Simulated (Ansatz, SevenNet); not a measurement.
For antifluorite Mg2Ge, the machine-learned potential SevenNet-l3i5 (trained on PBE and PBE+U data) gives:

| Property | Result |
|---|---|
| lattice constant a | 6.420 Å |
| bulk modulus B0 | 55.4 GPa |
| elastic constant C11 | 84.8 GPa |
| elastic constant C44 | 21.8 GPa |
| Voigt–Reuss–Hill shear modulus | 21.9 GPa |
| formation enthalpy | -0.270 eV/atom |

What does HSE06 (PAW; Ansatz, a first-principles code) give for the same quantities?


- lattice constant a: 6.382 Å (drops by 0.6 %)
- bulk modulus: 54.5 GPa (shrinks by 1.6 %)
- elastic constant C11: 120 GPa (goes up by 42 %)
- elastic constant C44: 46.6 GPa (goes up by 110 %)
- Voigt–Reuss–Hill shear modulus: 47.6 GPa (rises by 120 %)
- formation enthalpy: -0.323 eV/atom (moves by -0.053 eV/atom)

For comparison: lattice constant a 6.385 Å (measured, temperature not stated, not corrected to a static lattice; as tabulated in Grosch, Range, J. Alloys Compd. 235, 250 (1996)); formation enthalpy -0.398 ± 0.006 eV/atom (measured, 298 K, copied from a table, unchecked, no zero-point or thermal correction; as tabulated in Wang et al. (2021), doi:10.1038/s41598-021-94550-5).

Changes are worked out from the printed values.

Unless a cell is named, each level is at its own relaxed cell (SevenNet-l3i5 22.05, HSE06 21.66 Å³/atom).

Caveats: exact exchange on metals is sensitive to the k mesh and can open a false gap (HSE06). Ansatz's density-functional and Hartree–Fock values are scalar-relativistic unless marked +SOC, with PAW data made under PBE.
